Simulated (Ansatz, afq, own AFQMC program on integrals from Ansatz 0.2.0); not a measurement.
Integrals from Ansatz 0.2.0, then the random walk in our own AFQMC program (afq).

```yaml
crystal:
  periodic: [false, false, false]
  atoms:
    - {symbol: O, position_ang: [-1.218946, -0.027457, 0.000000]}
    - {symbol: H, position_ang: [-1.468256, 0.899119, 0.000000]}
    - {symbol: H, position_ang: [0.149054, -0.027457, 0.000000]}
    - {symbol: O, position_ang: [1.302054, -0.027457, 0.000000]}
basis:
  gaussian: {orbitals: cc-pVTZ}
magnetization: {spin_polarized: true, initial_magnetization: 2}
correlation: {method: ccsd_t, electrons: outside_noble_gas, hamiltonian_folder: ham}
```

```sh
$ ansatz run in.yaml --threads 1 --pin off --events-out ev --progress --plain --max-ram 15360MiB --backend cuda --devices 0, --max-vram 18GiB
```

Options of the walk:

```
--method phaseless --trial cisd --walkers 1500 --populations 20 --least-time 60 --time-step 0.005 --steps-per-block 50 --equilibration-blocks 28 --max-blocks 4000 --target-error 0.00022 --factor-cut 1e-05 --start spin_pure --seed 9134 --release-times 0.24,0.51,0.99,1.62,2.4 --release-step 0.03 --release-every 3 --taylor-order 6
```

Times are imaginary, in 1/Eh. The walk had a cap of 244 s. With eight or more populations the least sampling time is a fifth of least-time, and the error comes from their spread.

afq prints:

```
orbitals 86  electrons 8 6  factors 527 of 528
reference energy -150.80333212 Eh
CCSD correlation -0.44492263 Eh in 18 cycles, weight of the determinant in the CISD state 0.8796
energy of the start -151.244201 Eh
 block  time / (1/Eh)  mean weight  energy / Eh
     1     0.250  0.9993  -151.245517
     2     0.500  1.0010  -151.252516
     3     0.750  1.0000  -151.254976
     4     1.000  0.9993  -151.261490
     5     1.250  0.9999  -151.261510
     7     1.750  1.0009  -151.260347
     9     2.250  0.9994  -151.262559
    13     3.250  0.9993  -151.263328
    21     5.250  0.9999  -151.263204
    29     7.250  1.0001  -151.261761
    37     9.250  1.0002  -151.260161
    45    11.250  0.9993  -151.261233
    53    13.250  1.0019  -151.264669
    61    15.250  0.9992  -151.262293
    69    17.250  0.9995  -151.263382
    77    19.250  0.9995  -151.263266
    85    21.250  0.9997  -151.261401
    93    23.250  0.9992  -151.264299
   101    25.250  1.0003  -151.259557
   109    27.250  1.0001  -151.260844
   117    29.250  1.0010  -151.263727
   125    31.250  1.0019  -151.259784
   133    33.250  1.0003  -151.260121
   141    35.250  1.0010  -151.260099
   149    37.250  0.9981  -151.263744
   157    39.250  0.9989  -151.263166
   165    41.250  1.0002  -151.261749
error from the spread of 20 populations
released: time / (1/Eh)  energy / Eh  error  mean overlap
  0.24  -151.263055  0.000277  0.9919
  0.51  -151.263839  0.000681  0.9904
  0.99  -151.263777  0.000326  0.9782
  1.62  -151.263879  0.000298  0.9690
  2.40  -151.269901  0.006534  0.9316
energy -151.261905 +/- 0.000163 Eh
(rows thinned)
```

The run passed its tests (sampling time, drift between the halves within three errors, error under three times the target), which doesn't prove that it has relaxed. The second half of the sampling lies above the first by 2.0 errors of their difference, so the energy may still be moving and its error bar be too small.

Against this walk (error 4.4 meV) on the same determinant: CCSD(T) 2.4 meV higher (within the noise). The error is statistical and leaves out the bias of the constraint. None of these is a sure reference here. Released to 1.62 1/Eh the energy lies 54 ± 9 meV (both errors) below the phaseless value, which shows part or all of the bias of the constraint, and CCSD(T) lies 56.2 meV above the released value.

Cautions: constraint bias not in the error; lower spins were not checked; the search met a lower determinant of the same kind, perhaps of another symmetry (16 meV lower); unrestricted determinant slightly spin contaminated (⟨S²⟩ 2.06 against 2.00).

The walk took 3.8 min on 1 × NVIDIA H100 80GB HBM3 with 2 threads of AMD EPYC 7R13 Processor (Zen 3), with other jobs on the host (the card was shared). The log's last line is the phaseless energy.

A walk keeps the symmetry of its determinant, which the program's search chose and which needn't be the lowest solution, so a lower state of the same spin and another symmetry isn't excluded.
